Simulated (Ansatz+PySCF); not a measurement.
A calculation with PySCF 2.14.0.

```python
from pyscf import gto, scf, cc

mol = gto.M(atom="""
C 0.000000 0.000000 0.000000
Cl 0.761810 1.015750 2.199150
""", basis='sto-3g', charge=0, spin=1)
mf = scf.UHF(mol)
mf.kernel()
mycc = cc.CCSD(mf, frozen=6).run()
et = mycc.ccsd_t()
print(mf.e_tot, mycc.e_corr, et, mycc.e_tot + et)
```

The script is written out from the run's settings.

Results

```json
{"Converged": "yes", "Reference energy": "-491.70453 hartree", "CCSD correlation energy": "-0.09073 hartree", "Triples correction": "-0.00220 hartree", "Total energy": "-491.79747 hartree", "Spin squared of the determinant": "0.762"}
```

This is not the lowest solution: another run reaches a determinant 1.39 eV lower. Caution: bonds are stretched, where a single reference can fail.
